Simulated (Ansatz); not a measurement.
Reaction (SMILES): FC=C → [CH]=C (CH-CH2) + F atom
B3LYP-D3(BJ)/def2-TZVP geometries, fixed; electronic energies without zero-point terms.

Effect of a fitting basis named in the input at PBE0/aug-cc-pVTZ with Ansatz (a program for electronic structure), against the last row, where the bond dissociation energy is 125.56 kcal/mol. Open shells are unrestricted. The default fits or decomposes integrals by the program's own choice; accuracy: high also tightens integrals, grids and stops.

| setting | largest shift of a total energy (mEh) | shift of the bond dissociation energy (kcal/mol) |
|---|---|---|
| fitting: def2-SV(P)-JKFIT | -0.043 | -0.003 |
| fitting: def2-universal-JKFIT | -0.043 | -0.003 |
| fitting: cc-pVTZ-JKFIT | -0.015 | -0.004 |
| fitting: cc-pVQZ-JKFIT | -0.015 | -0.004 |
| fitting: cc-pV5Z-JKFIT | -0.015 | -0.005 |
| accuracy: high | -0.004 | 0.000 |
| accuracy: medium (default) | 0.000 | 0.000 |

Within 0.02 kcal/mol in the bond dissociation energy: fitting: def2-SV(P)-JKFIT; fitting: def2-universal-JKFIT; fitting: cc-pVTZ-JKFIT; fitting: cc-pVQZ-JKFIT; fitting: cc-pV5Z-JKFIT; accuracy: high. The largest shift is 0.043 mEh in a total energy and 0.005 kcal/mol in the difference.
